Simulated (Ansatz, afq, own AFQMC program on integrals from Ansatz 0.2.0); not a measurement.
## Where AFQMC and coupled cluster stand for AlP, triplet

```tsv
atom	x (Å)	y (Å)	z (Å)
Al	0.0000	0.0000	0.0000
P	0.0000	0.0000	4.8130
```

Basis 6-31G. Only valence electrons are correlated. AFQMC by an in-house program on the Cholesky factors that Ansatz 0.2.0 writes for its CCSD(T) run. ph-AFQMC/CISD is guided by a CISD state made of CCSD amplitudes; releasing the constraint for a short imaginary time cuts its bias at the price of noise, slowly where states lie close. ± is one standard error of the sampling.

Determinant: UHF, the one that the program's search chose, which needn't be the lowest solution. The geometry is a point of a scan.

Full CI on the same integrals is exact in this basis and with this determinant's frozen core.

Cautions: lower spins were not checked; unrestricted determinant spin contaminated (⟨S²⟩ 2.98 against 2.00); the next higher spin lies close (full CI puts it 51 meV above).

```
T1 diagnostic                               : 0.0167
weight of the determinant in the CISD state : 0.922
⟨S²⟩ of the determinant                     : 2.977
size of the correlated space                : 8 electrons in 16 orbitals
```

Reference: full CI, correlation energy -1.284 eV. The released energy is read at 2.40 1/Eh (meV from the phaseless value at times in 1/Eh: -0.1 ± 2.0 at 0.24, 0.2 ± 2.0 at 0.51, 0.5 ± 2.5 at 0.99, 2 ± 3 at 1.62, 1.4 ± 2.5 at 2.40). The cautions show a poor starting determinant, so the rows tell how each method copes with it here, and full CI is the sure value.

```csv
level,E − E(reference) (kcal/mol),share of correlation (%)
HF,29.61,0.00
MP2,11.47,61.26
CCSD,0.64,97.85
CCSD(T),0.42,98.58
CCSDT,0.03,99.90
CCSDT(Q),0.01,99.97
CCSDTQ,0.00,100.00
ph-AFQMC/CISD,-0.13 ± 0.04,100.44
released AFQMC,-0.10 ± 0.06,100.34
```

CCSDT and higher add their correlation energy to the determinant of the CCSD(T) run, since their own runs factorise the integrals more tightly (a shift of under 2 meV). A walk keeps the symmetry of its determinant, which the program's search chose and which needn't be the lowest solution, so a lower state of the same spin and another symmetry isn't excluded. Released energies are given only where the last usable release times agree within the noise; a slower fall can still hide under it.
